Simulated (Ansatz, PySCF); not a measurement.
This PySCF input computes a r2SCAN/def2-TZVPD energy:

```python
from pyscf import gto, scf, dft

mol = gto.M(
    atom='''
    C     1.31060113    0.01504024    0.00000187
    C     0.00000000   -0.00000000   -0.00000000
    C    -1.31060113   -0.01504024   -0.00000187
    H     1.87750632   -0.40569906   -0.83203234
    H     1.86769925    0.44867841    0.83203769
    H    -1.87662651    0.32924458   -0.86704697
    H    -1.86857905   -0.37222393    0.86704163
    ''',
    basis='def2-tzvpd',
    charge=1,
    spin=1,
    verbose=4,
)

mf = dft.UKS(mol, xc='r2scan').density_fit(auxbasis='def2-universal-jkfit')
mf.grids.level = 4
mf.conv_tol = 1e-9
mf.max_cycle = 100
mf.max_memory = 1500
mf.kernel()
if not mf.converged:
    mf = mf.newton()
    mf.kernel(mf.make_rdm1())
for _ in range(2):
    mo, _, stable, _ = mf.stability(return_status=True)
    if stable:
        break
    mf.kernel(mf.make_rdm1(mo, mf.mo_occ))
mf.analyze()
```

**Question.** Write an input for the same energy in Ansatz (a quantum-chemistry and plane-wave program) and say what it gives.

**Answer.** 
Ansatz 0.2 input:
```yaml
crystal:
  periodic: [false, false, false]
  atoms:
    - {symbol: C, position_ang: [1.31060113, 0.01504024, 0.00000187]}
    - {symbol: C, position_ang: [0.00000000, -0.00000000, -0.00000000]}
    - {symbol: C, position_ang: [-1.31060113, -0.01504024, -0.00000187]}
    - {symbol: H, position_ang: [1.87750632, -0.40569906, -0.83203234]}
    - {symbol: H, position_ang: [1.86769925, 0.44867841, 0.83203769]}
    - {symbol: H, position_ang: [-1.87662651, 0.32924458, -0.86704697]}
    - {symbol: H, position_ang: [-1.86857905, -0.37222393, 0.86704163]}
basis:
  gaussian:
    orbitals: def2-TZVPD
hamiltonian:
  xc: {name: r2SCAN}
total_charge: 1
magnetization: {spin_polarized: true, initial_magnetization: 1}
output: {forces: true}
```
It gives -116.27967 Eh, and PySCF -116.27972 Eh, a difference of 0.05 mEh, from the treatment of integrals and grids.
